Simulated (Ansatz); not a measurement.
# C2H7B: a ladder of functionals and wavefunction methods

The task here is to estimate one member of a computed series from the others.

The runs use Ansatz 0.2.0, Gaussian basis; functionals in def2-TZVPP, the program's frozen cores in correlated methods.

The runs, in order: LDA (SPW92), PBE-D4, revPBE-D4, BLYP-D4, r2SCAN-D4, B97M-V, PBE0-D4, B3LYP-D4, r2SCANh-D4, r2SCAN0-D4, HSE06-D4, BHLYP-D4, CAM-B3LYP-D4, LC-ωPBE, ωB97X-V, ωB97M-V, B2PLYP, PBE-QIDH; CCSD(T)/def2-SVP; CCSD(T)/def2-TZVPP; MP2/def2-QZVPP; extrapolation to the limit; RPA on PBE.

1 further run of the same task is left out (it didn't finish).

### The geometry

An earlier PBE0-D4 in a triple-zeta def2 set relaxation fixed the geometry.

10 atoms, charge 0, spin multiplicity 1.

Atoms are counted from 1 here; the program's logs count them from 0.

Bond lengths: B1–C2 1.551 Å, B1–H4 1.200 Å, B1–H5 1.199 Å, C2–C3 1.522 Å, C2–H6 1.102 Å, C2–H7 1.102 Å, C3–H8 1.093 Å, C3–H9 1.093 Å, C3–H10 1.093 Å. Angles: C2–B1–H4 122.2°, C2–B1–H5 119.5°, H4–B1–H5 118.3°, B1–C2–C3 118.3°, B1–C2–H6 106.6°, B1–C2–H7 106.4°, C3–C2–H6 111.1°, C3–C2–H7 111.1°, H6–C2–H7 102.1°, C2–C3–H8 112.2°, C2–C3–H9 111.1°, C2–C3–H10 111.1°, H8–C3–H9 107.6°, H8–C3–H10 107.6°, H9–C3–H10 107.0°.

Set-up of the first run:

Contents of in.yaml:

```yaml
crystal:
  periodic: [false, false, false]
  atoms:
    - {symbol: B, position_ang: [-0.923210, 0.854798, -0.729486]}
    - {symbol: C, position_ang: [0.421651, 0.293702, -0.198976]}
    - {symbol: C, position_ang: [0.384679, -0.913562, 0.727584]}
    - {symbol: H, position_ang: [-1.979572, 0.366607, -0.436251]}
    - {symbol: H, position_ang: [-0.919642, 1.807106, -1.458273]}
    - {symbol: H, position_ang: [0.950743, 1.138143, 0.271351]}
    - {symbol: H, position_ang: [1.046765, 0.094146, -1.084459]}
    - {symbol: H, position_ang: [1.384300, -1.226748, 1.039260]}
    - {symbol: H, position_ang: [-0.190330, -0.697610, 1.631363]}
    - {symbol: H, position_ang: [-0.092286, -1.767782, 0.240887]}
basis:
  gaussian: {orbitals: def2-TZVPP}
hamiltonian: {xc: lda}
output: {orbitals: {seedname: orbitals}}
```

Among the steps run: LDA; PBE-D4 (GGA); revPBE-D4 (GGA); BLYP-D4 (GGA); r2SCAN-D4 (meta-GGA); B97M-V (meta-GGA); PBE0-D4 (hybrid); B3LYP-D4 (hybrid); r2SCANh-D4 (hybrid); r2SCAN0-D4 (hybrid); HSE06-D4 (hybrid); BHLYP-D4 (hybrid); CAM-B3LYP-D4 (range-separated); LC-ωPBE-D4 (range-separated; the results give it without D4); ωB97X-V (range-separated); ωB97M-V (range-separated); B2PLYP (double hybrid); PBE-QIDH (double hybrid).

One of the session's tables, all rows but one given; the rest of the session is left out.

It belongs to the step «Orbital energies across the functionals». 

| functional | HOMO (eV) | gap (eV) |
| --- | --- | --- |
| LDA (SPW92) | -7.47 | 4.90 |
| PBE-D4 | -7.42 | 5.12 |
| revPBE-D4 | -7.38 | 5.20 |
| BLYP-D4 | -7.35 | 5.18 |
| r2SCAN-D4 | -7.70 | 5.85 |
| B97M-V | ? | ? |
| PBE0-D4 | -8.79 | 7.54 |
| B3LYP-D4 | -8.61 | 7.10 |
| r2SCANh-D4 | -8.21 | 6.70 |
| r2SCAN0-D4 | -8.98 | 7.98 |
| HSE06-D4 | -8.39 | 6.75 |
| BHLYP-D4 | -10.14 | 9.90 |
| CAM-B3LYP-D4 | -10.25 | 10.07 |
| LC-ωPBE | -11.62 | 12.69 |
| ωB97X-V | -11.27 | 12.20 |
| ωB97M-V | -11.13 | 11.78 |

Estimate the missing values for B97M-V.

As computed: HOMO (eV): -7.84; gap (eV): 5.84. In the column «HOMO (eV)» it lies between r2SCANh-D4 (-8.21) and r2SCAN-D4 (-7.70).
